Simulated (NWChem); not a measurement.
# hydrogen sulfide (H2S); SMILES S

Computed with NWChem. Structure relaxed at the PBE0/def2-SVP level. Ions are spin-unrestricted doublets at the neutral geometry; other ion states weren't tried.

Problem. Taking PBE0/def2-QZVP as the yardstick, which of these has the fewest basis functions while keeping “vertical ionisation energy, ΔSCF (eV)” within 0.05 eV of it: PBE0/aug-pcseg-1; PBE0/pcseg-2; PBE0/def2-TZVPP; PBE0/3-21G; PBE0/pcseg-1?

Solution. PBE0/pcseg-1.
```csv
level,basis functions,"vertical ionisation energy, ΔSCF (eV)"
PBE0/3-21G,17,10.58
PBE0/pcseg-1,28,10.37
PBE0/aug-pcseg-1,45,10.36
PBE0/pcseg-2,62,10.35
PBE0/def2-TZVPP,70,10.33
PBE0/def2-QZVP,130,10.34
```

The yardstick is one finite set, not the basis-set limit.
